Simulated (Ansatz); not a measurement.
What a trial cell of ReP2 relaxes into

Computed with DFT PBE, scalar-relativistic, plane waves, PAW (Ansatz). Cutoff 420 eV, Γ-centred k mesh, Gaussian smearing, no spin polarisation in the final step.

The start is a random cell of ReP2 with space group I4mm (No. 107), drawn with lower limits on the distances.

```
CELL_PARAMETERS angstrom
-3.04249 3.04249 3.04526
3.04249 -3.04249 3.04526
3.04249 3.04249 -3.04526
ATOMIC_POSITIONS crystal
Re 0.16667 0.66667 0.50000
Re 0.66667 0.16667 0.50000
P 0.25231 0.51114 0.25883
P 0.25231 0.99347 0.74117
P 0.51114 0.25231 0.25883
P 0.99347 0.25231 0.74117
```

Cell and atoms relax at zero pressure; the relaxation can't lower the symmetry of the start. After a coarse first stage the cell is made exact in the group found at 0.06 Å.

Energies over the elements count from the elements' standard structures at the same level, with no empirical corrections.

Task: What does it relax into?

Result: It ends in I4/mmm (No. 139). Conventional cell: a = 6.863 Å, c = 5.756 Å. Re is coordinated by 4 P at 2.28 Å and 2 Re at 2.88 Å; P has 2 Re at 2.28 Å and 2 P at 2.35 Å.

```xyz
6
Lattice="-3.4316 3.4316 2.8778 3.4316 -3.4316 2.8778 3.4316 3.4316 -2.8778" Properties=species:S:1:pos:R:3 pbc="T T T"
Re    0.0000    3.4316    1.4389
Re    3.4316    0.0000    1.4389
P     1.6644    0.0000    0.0000
P     5.1989    0.0000    0.0000
P     0.0000    1.6644    0.0000
P     0.0000    5.1989    0.0000
```

Task: What are its volume, energy, density and gap?

Result: The volume per atom is 22.59 Å³ and the density is 6.08 g/cm³. The energy over the elements is 0.03 eV/atom and the gap on the 8×8×8 mesh is 0 eV (a metal).

The final run used a 8×8×8 mesh on its 6-atom cell and 0.10 eV smearing. For metals, differences of a few meV/atom aren't resolved. Spin–orbit coupling is left out. Symmetry constrained the relaxation, so the result can be a saddle point. The steps took about 100 core-seconds in all.

Cost: 2 runs of about 1.6 core-minutes in all, on Arm Neoverse V2 (shared hosts).